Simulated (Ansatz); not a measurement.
## FHOSi, SMILES O[Si]F: vertical and adiabatic energies of changing the electron count, step by step

With the Ansatz DFT code, driven from Python.

Contents of `fhosi.xyz`:
```text
4

O    -0.58790    0.74980   -0.17120
Si    0.29300    0.04800    0.96960
F     0.90970   -1.22470    0.23460
H    -0.55930    0.36660   -1.05330
```

Notebook, run cell by cell (the value of a cell's last expression is shown):

In [1]:
```python
from dataclasses import dataclass
import itertools

import ansatz as az
from ase.data import atomic_numbers, covalent_radii
import numpy as np
```

In [2]:
```python
@dataclass
class Options:
    basis: str = "6-31G*"
    xc: str = "PBE"
    charge: int = 1
```

In [3]:
```python
cfg = Options()
```

In [4]:
```python
fhosi = az.Crystal.molecule_from_extxyz("fhosi.xyz")
```

In [5]:
```python
job = (
    fhosi.calculation()
    .basis(gaussian=cfg.basis)  # atom-centred Gaussian functions
    .functional(cfg.xc)
    .scf(lower_state_search="off")
)
symbols = [site.symbol for site in fhosi.cartesian_sites]
start = np.array([site.position_ang for site in fhosi.cartesian_sites], dtype=float)
rep = job.relax(force_tolerance=0.01).run(threads=1).report
end = np.array(rep["positions_ang"])
```

In [6]:
```python
minimum = az.Crystal.molecule()
for symbol, place in zip(symbols, end):
    minimum = minimum.atom(symbol, place.tolist())
ion = (
    minimum.calculation()
    .basis(gaussian=cfg.basis)  # atom-centred Gaussian functions
    .functional(cfg.xc)
    .scf(lower_state_search="off")
    .charge(cfg.charge)  # electrons removed from the neutral system
    .spin("collinear", total=1)
)
vertical = ion.run(threads=1).report
settled = ion.relax(force_tolerance=0.01, max_steps=80).run(threads=1).report
print(f"vertical ionisation energy   {vertical['free_energy_ev'] - rep['free_energy_ev']:.3f} eV")
print(f"adiabatic, no zero point     {settled['free_energy_ev'] - rep['free_energy_ev']:.3f} eV")
print(f"relaxation energy of the ion {vertical['free_energy_ev'] - settled['free_energy_ev']:.3f} eV")
ionised = np.array(settled["positions_ang"])
# pairs closer than 1.2 times the sum of covalent radii, before or after
radius = [covalent_radii[atomic_numbers[s]] for s in symbols]
span = lambda where, i, j: np.linalg.norm(where[i] - where[j])
bonded = [(i, j) for i, j in itertools.combinations(range(len(symbols)), 2) if min(span(end, i, j), span(ionised, i, j)) < 1.2 * (radius[i] + radius[j])]
print("pair        before    after (A)")
for i, j in bonded:
    print(f"{symbols[i]}{i}-{symbols[j]}{j}".ljust(10), f"{span(end, i, j):8.4f} {span(ionised, i, j):8.4f}")
```
```text
vertical ionisation energy   10.113 eV
adiabatic, no zero point     9.680 eV
relaxation energy of the ion 0.432 eV
pair        before    after (A)
O0-Si1       1.6753   1.5975
O0-H3        0.9818   0.9888
Si1-F2       1.6449   1.5809
```

The settings weren't tested for convergence. The energies are electronic: no zero-point or thermal terms, and the basis set is short of its limit. The product may relax into another structure. Each relaxation finds its nearest minimum, which needn't be the lowest. The whole script took 17 s on 1 thread of Arm Neoverse V1 (shared host), peak memory 0.19 GiB.
